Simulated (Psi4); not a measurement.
# AlH5S (Al(H2S)H3): PBE0/aug-cc-pVDZ

What is the energy change on altering one bond length of AlH5S (Al(H2S)H3) at PBE0/aug-cc-pVDZ? 

The calculation is run with Psi4 1.11.

1 further run of the same task is left out (set aside as unsound or not needed).

## Step 1: The molecule

The species is AlH5S (7 atoms), meant as a singlet with charge 0. As SMILES, `[H][Al]([H])([H])<-[SH2]`. The shape comes from GFN2-xTB, which is rough for such elements, and wasn't checked as a minimum.

Bond lengths: Al1–S2 2.471 Å, S2–H3 1.332 Å, S2–H4 1.332 Å, Al1–H5 1.563 Å, Al1–H6 1.577 Å, Al1–H7 1.563 Å. Angles: Al1–S2–H3 90.6°, Al1–S2–H4 90.1°, S2–Al1–H5 96.0°, S2–Al1–H6 92.1°, S2–Al1–H7 95.6°, H3–S2–H4 92.6°, H5–Al1–H6 118.7°, H5–Al1–H7 120.8°, H6–Al1–H7 118.6°.

## Step 2: Energy and gradient at PBE0/aug-cc-pVDZ

The input, alh5s_ase.py:

```python
import numpy as np
from ase.calculators.psi4 import Psi4
from ase import Atoms

mol = Atoms(['Al', 'S', 'H', 'H', 'H', 'H', 'H'], positions=[
    [0.129800, -0.221970, -1.011590],
    [0.151830, -0.251940, 1.458910],
    [0.512600, 1.030130, 1.485280],
    [-1.145480, 0.049310, 1.476400],
    [1.682150, -0.187190, -1.188640],
    [-0.666140, 1.139260, -1.046260],
    [-0.664760, -1.557600, -1.174090],
])
calc = Psi4(atoms=mol, method='pbe0', basis='aug-cc-pVDZ', memory='1600MB', num_threads=1, charge=0, multiplicity=1, label='alh5s')
calc.psi4.set_options({'puream': True, 'e_convergence': 1e-09, 'd_convergence': 1e-08, 'scf_type': 'pk', 'dft_radial_points': 99, 'dft_spherical_points': 590})
mol.calc = calc

forces = mol.get_forces()
print(f'energy: {mol.get_potential_energy():.6f} eV')
print('forces / eV A^-1')
print(np.round(forces, 5))
```

Command:

```bash
python alh5s_ase.py
```

alh5s.dat, shortened:

```text
[...]
  Running in c1 symmetry.
[...]
  Nuclear repulsion =   85.549490768182579
[...]
  Multiplicity = 1
[...]
  Nalpha       = 17
  Nbeta        = 17
[...]
    Number of basis functions: 99
[...]
   @RKS iter   1:  -643.27467035942482   -2.95152e-01   2.79082e-03 DIIS/ADIIS
[...]
   @RKS iter   9:  -643.33886930216909   -9.68612e-11   7.67022e-09 DIIS
[...]
    Orbital Energies [Eh]
    ---------------------
    Doubly Occupied:
       1A    -89.108197     2A    -56.133149     3A     -8.077387
       4A     -6.013622     5A     -6.010632     6A     -6.005873
       7A     -4.149396     8A     -2.683000     9A     -2.676685
      10A     -2.676545    11A     -0.829977    12A     -0.512757
      13A     -0.451237    14A     -0.423693    15A     -0.329449
      16A     -0.292150    17A     -0.288076
[...]
  @RKS Final Energy:  -643.33886930216909
   => Energetics <=
    Nuclear Repulsion Energy =             85.5494907681825794
    One-Electron Energy =               -1059.8913962562571669
    Two-Electron Energy =                 365.6925586081180768
    DFT Exchange-Correlation Energy =     -34.6895224222124980
    Empirical Dispersion Energy =           0.0000000000000000
    VV10 Nonlocal Energy =                  0.0000000000000000
    Total Energy =                       -643.3388693021689733
[...]
 Multipole Moments:
 ------------------------------------------------------------------------------------
     Multipole            Electronic (a.u.)      Nuclear  (a.u.)        Total (a.u.)
 ------------------------------------------------------------------------------------
 L = 1.  Multiply by 2.5417464519 to convert [e a0] to [Debye]
 Dipole X            :          0.6549573           -0.8580362           -0.2030789
 Dipole Y            :         -1.0964991            1.4461896            0.3496905
 Dipole Z            :          1.7449923           -0.5609049            1.1840874
 Magnitude           :                                                    1.2512343
[...]
  -Total Gradient:
     Atom            X                  Y                   Z
    ------   -----------------  -----------------  -----------------
       1        0.000671952447    -0.001493089154     0.001841668605
       2       -0.009019186144     0.015126438606    -0.007266710255
       3       -0.003570854088    -0.012701952883    -0.002697456081
       4        0.012960844254    -0.003024514838    -0.002733852790
       5       -0.010460844121    -0.000130761341     0.003507213367
       6        0.004077394193    -0.006935865678     0.003894983341
       7        0.005341058541     0.009159133003     0.003456791104
[...]
```

Standard output:

```text
energy: -17506.142317 eV
forces / eV A^-1
[[-0.03455  0.07678 -0.0947 ]
 [ 0.46379 -0.77783  0.37367]
 [ 0.18362  0.65316  0.13871]
 [-0.66647  0.15553  0.14058]
 [ 0.53792  0.00672 -0.18035]
 [-0.20967  0.35666 -0.20029]
 [-0.27465 -0.47098 -0.17776]]
```

Run time: 38 s. Hardware: 1 thread of AMD EPYC 7R43 (Zen 3), shared host; peak memory 0.9 GiB.

## Step 3: The distorted shape, same level

The input, calc.py:

```python
import psi4

psi4.set_memory('1600 MB')
psi4.set_num_threads(1)
psi4.set_output_file('psi4.out', False)

molecule = psi4.geometry("""
0 1
Al    -0.158810    -1.247604    -1.032686
S     -0.136780    -1.277574     1.437814
H      0.512600     1.030130     1.485280
H     -1.434090    -0.976324     1.455304
H      1.393540    -1.212824    -1.209736
H     -0.954750     0.113626    -1.067356
H     -0.953370    -2.583234    -1.195186
symmetry c1
""")

psi4.set_options({
    'basis': 'aug-cc-pVDZ',
    'reference': 'rks',
    'puream': True,
    'e_convergence': 1e-09,
    'd_convergence': 1e-08,
    'scf_type': 'pk',
    'dft_radial_points': 99,
    'dft_spherical_points': 590,
})

e, wfn = psi4.gradient("PBE0", return_wfn=True)
psi4.oeprop(wfn, "WIBERG_LOWDIN_INDICES", "MULLIKEN_CHARGES", "MAYER_INDICES")
print('gradient / Eh bohr^-1')
print(e.np.round(6))
print(f'energy = {wfn.energy():.10f} Eh')
```

Command:

```bash
python calc.py
```

psi4.out, shortened:

```text
[...]
  Running in c1 symmetry.
[...]
  Nuclear repulsion =   82.124033348755262
[...]
  Multiplicity = 1
[...]
  Nalpha       = 17
  Nbeta        = 17
[...]
    Number of basis functions: 99
[...]
   @RKS iter   1:  -643.03668140780110   -3.14753e-01   3.74434e-03 ADIIS/DIIS
[...]
   @RKS iter  13:  -643.20935325861922   -1.47793e-11   5.68974e-09 DIIS
[...]
  @RKS Final Energy:  -643.20935325861922
   => Energetics <=
    Nuclear Repulsion Energy =             82.1240333487552618
    One-Electron Energy =               -1053.1057450489449820
    Two-Electron Energy =                 362.3326413507975303
    DFT Exchange-Correlation Energy =     -34.5602829092270198
    Empirical Dispersion Energy =           0.0000000000000000
    VV10 Nonlocal Energy =                  0.0000000000000000
    Total Energy =                       -643.2093532586192168
[...]
 Multipole Moments:
 ------------------------------------------------------------------------------------
     Multipole            Electronic (a.u.)      Nuclear  (a.u.)        Total (a.u.)
 ------------------------------------------------------------------------------------
 L = 1.  Multiply by 2.5417464519 to convert [e a0] to [Debye]
 Dipole X            :          0.4251105           -0.6046832           -0.1795726
 Dipole Y            :         -1.8571284            2.3465307            0.4894023
 Dipole Z            :          1.5863275           -0.5423860            1.0439415
 Magnitude           :                                                    1.1668653
[...]
  -Total Gradient:
     Atom            X                  Y                   Z
    ------   -----------------  -----------------  -----------------
       1       -0.002296739396    -0.007175044359    -0.004791627586
       2       -0.029558155086    -0.048159676019    -0.003949897470
       3        0.016336902167     0.054788285403    -0.001261965169
       4        0.014160267888    -0.006038610386    -0.002600390654
       5       -0.010142708809     0.000820776630     0.004929101204
       6        0.005155015672    -0.005538509797     0.005821693314
       7        0.006345708441     0.011301778976     0.001850951571
[...]
```

Standard output:

```text
gradient / Eh bohr^-1
[[-0.002297 -0.007175 -0.004792]
 [-0.029558 -0.04816  -0.00395 ]
 [ 0.016337  0.054788 -0.001262]
 [ 0.01416  -0.006039 -0.0026  ]
 [-0.010143  0.000821  0.004929]
 [ 0.005155 -0.005539  0.005822]
 [ 0.006346  0.011302  0.001851]]
energy = -643.2093532586 Eh
```

It took 49 s on 1 thread of AMD EPYC 7R43 (Zen 3), shared host; peak memory 0.85 GiB.

## Step 4: Results

At PBE0/aug-cc-pVDZ:

| quantity | value |
| --- | --- |
| first shape: total energy | -643.33887 Eh |
| first shape: dipole moment | 3.18 D |
| first shape: HOMO energy | -7.84 eV |
| first shape: LUMO energy | -0.81 eV |
| first shape: HOMO–LUMO gap | 7.03 eV |
| first shape: largest force on an atom | 0.980 eV/Å |
| distorted shape: total energy | -643.20935 Eh |
| distorted shape: dipole moment | 2.97 D |
| distorted shape: HOMO energy | -7.76 eV |
| distorted shape: LUMO energy | -5.33 eV |
| distorted shape: HOMO–LUMO gap | 2.44 eV |
| distorted shape: largest force on an atom | 2.941 eV/Å |
| energy change with the S2–H3 bond stretched from 1.332 to 2.398 Å | 3.524 eV |

In words: One bond (distorted shape) is far stretched, which a spin-restricted single reference describes badly; a broken-symmetry solution may lie lower. With the S2–H3 bond stretched from 1.332 to 2.398 Å the energy rises by 3.52 eV (340 kJ/mol). The first shape isn't relaxed at this level, so the change isn't measured from a minimum. A restricted reference can't describe the breaking bond well at this length. The largest force (first shape) is 0.98 eV/Å: the shape isn't a stationary point for this species at this level. Mulliken charges (distorted shape) run from -0.27 on S2 to +0.22 on H4; in a basis this large or diffuse they mean little.
